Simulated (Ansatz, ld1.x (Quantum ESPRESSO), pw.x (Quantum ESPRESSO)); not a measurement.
**What a changed setting does to a pw.x run (sc Al)**

Potential: ultrasoft, ld1.x (Quantum ESPRESSO) 7.5, PBEsol; core [Ne], reference 3s2 3p1; waves: 3s (bound): rcut 1.45, rcutus 1.85 bohr; 3s channel at 1.15 Ry: rcut 1.45, rcutus 1.85 bohr; 3p (bound): rcut 2.05, rcutus 2.20 bohr; 3p channel at 0.1 Ry: rcut 2.05, rcutus 2.20 bohr; 3d channel at -0.1 Ry: rcut 1.70, rcutus 2.05 bohr; local part: all-electron potential smoothed inside 1.40 bohr (lloc = -1); core correction: Bessel-smoothed model core inside 1.45 bohr; augmentation: built from norm-conserving waves at rcut, not smoothed further.

The reference run (k-mesh 12³, cutoffs 40/600 Ry, Fermi–Dirac 0.01 Ry, mixing_beta 0.4, conv_thr 1e-9, no spin) gives 0.06 GPa at 19.657 Å³/atom, where all-electron LAPW gives 0.19 GPa. This run, with its own iteration cap, changes conv_thr to 1.0, a wrong or extreme entry chosen on purpose.

```
&control
  calculation='scf', prefix='x', pseudo_dir='./', outdir='./tmp', tstress=.true., disk_io='none'
/
&system
  ibrav=0, nat=1, ntyp=1, ecutwfc=40, ecutrho=600, nbnd=8,
  occupations='smearing', smearing='fd', degauss=0.01
/
&electrons
  conv_thr=1, mixing_beta=0.4, electron_maxstep=70
/
ATOMIC_SPECIES
Al 1.0 Al.UPF
CELL_PARAMETERS angstrom
  2.69881063 0.00000000 0.00000000
  0.00000000 2.69881063 0.00000000
  0.00000000 0.00000000 2.69881063
ATOMIC_POSITIONS crystal
Al 0.0000 0.0000 0.0000
K_POINTS automatic
12 12 12 0 0 0
```

```bash
pw.x < Al.scf.in > Al.scf.out
```

How does the run end?

It converges in 1 iterations; the free energy moves by +2.2 meV/atom and the pressure by -1.41 GPa. The result is not a property of the crystal.

```
Message from routine setup:
     using ibrav=0 with symmetry is DISCOURAGED, use correct ibrav instead
     lattice parameter (alat)  =       5.1000  a.u.
     unit-cell volume          =     132.6520 (a.u.)^3
     number of electrons       =         3.00
     number of Kohn-Sham states=            8
     kinetic-energy cutoff     =      40.0000  Ry
     charge density cutoff     =     600.0000  Ry
     scf convergence threshold =      1.0E+00
     Exchange-correlation= PBESOL
     number of k points=    84  Fermi-Dirac smearing, width (Ry)=  0.0100
     iteration #  1     ecut=    40.00 Ry     beta= 0.40
     the Fermi energy is     5.7668 ev
!    total energy              =      -7.39595544 Ry
     estimated scf accuracy    <       0.00275014 Ry
     smearing contrib. (-TS)   =      -0.00223966 Ry
     The total energy is F=E-TS. E is the sum of the following terms:
     one-electron contribution =       2.50753083 Ry
     hartree contribution      =       0.02778204 Ry
     xc contribution           =      -4.92204581 Ry
     ewald contribution        =      -5.00698284 Ry
     convergence has been achieved in   1 iterations
          total   stress  (Ry/bohr**3)                   (kbar)     P=      -13.48
     Message from routine punch:
     Nothing written, as per user request (disk_io='none')
```

The run took about 4.4 s on one core of a shared server CPU.
